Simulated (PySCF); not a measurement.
**Gas-phase XPS of hydroxyfluoroborane, computed**

Species: hydroxyfluoroborane, BFH2O.
Geometry (PBE0-D3(BJ)/def2-SVP, Å), atoms numbered from 1 in this order:
```
atom  x, y, z in Å
O1     0.8803   -0.4715   -0.0272
B2    -0.3812   -0.0107   -0.0199
F3    -1.3544   -0.8985   -0.1357
H4     1.5361    0.2254    0.0650
H5    -0.6636    1.1610    0.0835
```

Computed with delta-SCF UKS SCAN, pcX-2 on the ionised atom, pcseg-1 elsewhere, spin-free X2C in PySCF 2.14.0. These are vertical core ionisation energies against the vacuum level, from separate self-consistent calculations with and without the core hole.

Problem. List the computed XPS lines with their assignment.

Solution. 
```tsv
atom(s)	environment	level	binding energy (eV)	count
F3	boron-bound fluorine	F 1s	693.33	1
O1	boron-bound oxygen	O 1s	540.09	1
B2	three-coordinate boron	B 1s	199.07	1
```

Problem. Which photon energy gives electrons from F 1s of F3 a kinetic energy of 20 eV, and what is their de Broglie wavelength?

Solution. hν = 693.33 + 20 = 713.33 eV, recoil neglected; λ = 12.264 Å/√(E/eV) = 2.74 Å.

Problem. Which photon wavelength matches the F 1s of F3 threshold?

Solution. λ = hc/E = 12398.42 eV Å / 693.33 eV = 17.882 Å.

Isolated species at its PBE0-D3(BJ)/def2-SVP geometry (one conformer only).
